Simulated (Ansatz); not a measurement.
Geometry optimisation, RKS PBE-D4/def2-SVP in Ansatz 0.2.0.

The input (input.yaml):

```yaml
crystal:
  periodic: [false, false, false]
  atoms:
    - { symbol: F, position_ang: [-1.0117, -0.2735, 0.9921] }
    - { symbol: C, position_ang: [-0.5828, 0.7551, 0.1773] }
    - { symbol: S, position_ang: [0.22, 0.0441, -1.2742] }
    - { symbol: S, position_ang: [1.766, -1.1229, -0.3856] }
    - { symbol: H, position_ang: [-1.4215, 1.3616, -0.1689] }
    - { symbol: H, position_ang: [0.1061, 1.3983, 0.7563] }
    - { symbol: H, position_ang: [2.75196, -0.16997, -0.51038] }
basis:
  gaussian: { orbitals: def2-SVP }
hamiltonian:
  xc: pbe
  dispersion: d4
relax:
  f_tol: 0.015
  max_steps: 40
```

Command:

```bash
$ ansatz run input.yaml --threads 1 --pin off --max-ram 2048MiB --backend cpu --events-out ev --progress --plain --runs-dir out
```

Where does it end, and by what steps?

The forces met the threshold. After 6 steps the energy has fallen by 0.081 eV; F1 moved furthest, 0.24 Å.

| step | energy less start (eV) | largest force component (eV/Å) | accepted |
| --- | --- | --- | --- |
| 0 | 0.0000 | 0.947 | yes |
| 1 | -0.0546 | 0.354 | yes |
| 2 | -0.0727 | 0.273 | yes |
| 3 | -0.0723 | 0.347 | no |
| 4 | -0.0796 | 0.074 | yes |
| 5 | -0.0808 | 0.039 | yes |
| 6 | -0.0812 | 0.010 | yes |

```xyz
7
Properties=species:S:1:pos:R:3
F -1.238 -0.188 1.027
C -0.590 0.703 0.213
S 0.197 -0.069 -1.240
S 1.835 -1.056 -0.396
H -1.320 1.421 -0.228
H 0.179 1.250 0.800
H 2.765 -0.069 -0.589
```

Time of the run: 8.4 s on 1 thread of AMD EPYC 9R45 96-Core Processor (Zen 5), with other jobs on the host, peak memory 0.15 GiB.
